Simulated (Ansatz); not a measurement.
Energy needed to pull apart CH₃ClSi (SMILES C=[SiH]Cl), singlet, into free ground-state atoms, from the structure below (displaced at random from a GFN2-xTB minimum); no zero-point or spin–orbit terms; open-shell atoms are treated unrestricted, in their ground-state multiplicity.

| atom | x (Å) | y (Å) | z (Å) |
| --- | --- | --- | --- |
| C1 | -0.7687 | 0.2963 | -0.6766 |
| Si2 | 0.5581 | -0.0530 | 0.4661 |
| Cl3 | 1.3430 | -1.8886 | 0.7255 |
| H4 | -1.1583 | -0.4057 | -1.2933 |
| H5 | -1.1351 | 1.3128 | -0.7471 |
| H6 | 1.1646 | 0.8158 | 1.4833 |

Ansatz 0.2.0; basis: def2-TZVPP; cores frozen in the correlated methods.

```json
{"method": "PBE-D4", "atomization energy (kJ/mol)": "1996"}
{"method": "revPBE-D4", "atomization energy (kJ/mol)": "1954"}
{"method": "r2SCAN-D4", "atomization energy (kJ/mol)": "1977"}
{"method": "PBE0-D4", "atomization energy (kJ/mol)": "?"}
{"method": "CAM-B3LYP-D4", "atomization energy (kJ/mol)": "?"}
{"method": "wB97M-V", "atomization energy (kJ/mol)": "1969"}
{"method": "HF", "atomization energy (kJ/mol)": "1426"}
{"method": "MP2", "atomization energy (kJ/mol)": "1940"}
{"method": "CCSD", "atomization energy (kJ/mol)": "1874"}
{"method": "CCSD(T)", "atomization energy (kJ/mol)": "1911"}
```

(1) What does CAM-B3LYP-D4 give? (To be estimated.)

(2) What does PBE0-D4 give? (An estimate is asked for; the value comes from the calculation.)

The T1 diagnostic stays at or below 0.014. The restricted Hartree–Fock reference is unstable towards an unrestricted one here.

Answers

(1) Computed: 1953 kJ/mol, which is about 43 kJ/mol more than CCSD(T)/def2-TZVPP.

(2) By the calculation: 1962 kJ/mol, which is about 51 kJ/mol more than CCSD(T)/def2-TZVPP.

In triple zeta the MP2 and coupled-cluster atomization energies are still short of their basis limit by a few kcal/mol a bond, whereas those of the functionals are nearly converged, so these differences are not deviations from converged CCSD(T).

For scale, one of the runs: CCSD(T)/def2-TZVPP forces, 157 basis functions, launched by `ansatz run in.yaml --threads 4 --pin off --events-out ev --progress --plain --max-ram 5222MiB`. The run took 74 s on 4 CPU threads of an Arm Neoverse N1 (shared host), with 1.9 GiB of host memory at its peak.
